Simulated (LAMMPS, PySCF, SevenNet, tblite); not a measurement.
**Ladder of methods for the bulk modulus of rock-salt CaO**

Reference value: 120 GPa (measured, low temperature, extrapolated to 0 K; as tabulated in Chen et al. (2018), doi:10.1103/physrevmaterials.2.073803).

```csv
level (code),value (GPa),cell (Å³/atom)
"ionic model cherry1995 (shell model, LAMMPS)",167,12.19
"ionic model lewis1985c (shell model, LAMMPS)",136,13.88
GFN1-xTB (tblite),130,11.99
SevenNet-0,104,14.16
SevenNet-l3i5,104,14.19
PBE (PySCF),103 ± 3,14.35
Hartree–Fock (PySCF),?,14.44
MP2 (PySCF),?,14.01
```

Problem. Fill in the missing entries.

Solution. 
- Hartree–Fock (PySCF), value (GPa): 115 ± 3
- MP2 (PySCF), value (GPa): 111 ± 3

Differences against the reference: ionic model cherry1995 +39 %, ionic model lewis1985c +13.3 %, GFN1-xTB +8.3 %, SevenNet-0 -13.3 %, SevenNet-l3i5 -13.3 %, PBE -14.2 %, Hartree–Fock -4.2 %, MP2 -7.5 %.

Once the reference is moved by up to 5.3 % (a margin picked here for doubts on the reference and the settings, and for temperature and zero-point motion) and values within 1.7 % count as equal, the nearest can be Hartree–Fock (-4.2 %), MP2 (-7.5 %) or GFN1-xTB (+8.3 %). Among them ionic model cherry1995 (+39 %) misses by most.

The measured value isn't corrected to a static lattice, so vibrations enter the comparison.  A ± on a computed value is a rough bar: the spread of its extrapolation, a floor set from checks against published values, or a statistical error. GFN1-xTB: the method was fitted mainly to molecules. GFN1-xTB: the run uses a supercell at the zone centre in place of a k mesh. Each level is taken at its own relaxed cell.

Empirical potentials (ionic model cherry1995, ionic model lewis1985c) are fitted to chosen data: where that held the value shown, agreement is built in, and what lay outside the fit can be far off. Machine-learned potentials (SevenNet-0, SevenNet-l3i5) are trained on DFT data: a solid inside that data is no test of them.

Differences are worked out from the printed values.
